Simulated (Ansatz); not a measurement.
# CH₃ClSi: small, medium and large basis sets

The task here is to estimate one member of a computed series from the others.

Method: one geometry, several basis sets; program: Ansatz 0.2.0, Gaussian basis.

The runs, in order: PBE0-D4/def2-SVP; ωB97M-V/def2-SVP; PBE0-D4/def2-QZVPP; ωB97M-V/def2-QZVPP; the functionals' def2-TZVPP values are taken from earlier runs.

### Structure used throughout

The geometry comes from an earlier relaxation with PBE0-D4 in a triple-zeta def2 set; it is a stationary point.

6 atoms, charge 0, spin multiplicity 1.

Atoms are counted from 1 here; the program's logs count them from 0.

Bond lengths: C1–Si2 1.887 Å, C1–H4 1.096 Å, C1–H5 1.093 Å, C1–H6 1.096 Å, Si2–Cl3 2.093 Å. Angles: Si2–C1–H4 110.2°, Si2–C1–H5 111.6°, Si2–C1–H6 110.2°, H4–C1–H5 109.0°, H4–C1–H6 106.7°, H5–C1–H6 109.0°, C1–Si2–Cl3 98.3°.

Set-up of the first run:

The input, in.yaml:

```yaml
crystal:
  periodic: [false, false, false]
  atoms:
    - {symbol: C, position_ang: [-0.420911, 0.376226, -0.177077]}
    - {symbol: Si, position_ang: [0.228190, -0.642082, 1.273083]}
    - {symbol: Cl, position_ang: [1.857716, -1.533853, 0.308492]}
    - {symbol: H, position_ang: [0.353847, 1.065786, -0.531386]}
    - {symbol: H, position_ang: [-1.308685, 0.949943, 0.100088]}
    - {symbol: H, position_ang: [-0.668057, -0.280019, -1.019400]}
basis:
  gaussian: {orbitals: def2-SVP}
hamiltonian: {xc: pbe0, dispersion: d4}
output: {orbitals: {seedname: orbitals}}
```

Among the steps run: PBE0-D4 in def2-SVP; ωB97M-V in def2-SVP; PBE0-D4 in def2-QZVPP; ωB97M-V in def2-QZVPP.

One of the session's tables, all rows but one given; the rest of the session is left out.

It belongs to the step «Functionals by basis». 

```
functional       basis  HOMO (eV)  LUMO (eV)
   PBE0-D4    def2-SVP      -6.60      -2.45
   PBE0-D4  def2-TZVPP      -6.68      -2.50
   PBE0-D4  def2-QZVPP          ?          ?
   ωB97M-V    def2-SVP      -8.65      -0.36
   ωB97M-V  def2-TZVPP      -8.76      -0.50
   ωB97M-V  def2-QZVPP      -8.80      -0.58
```

Estimate the missing values for PBE0-D4, def2-QZVPP.

The run gave: HOMO (eV): -6.71; LUMO (eV): -2.54. In the column «HOMO (eV)» it lies between ωB97M-V, def2-SVP (-8.65) and PBE0-D4, def2-TZVPP (-6.68).
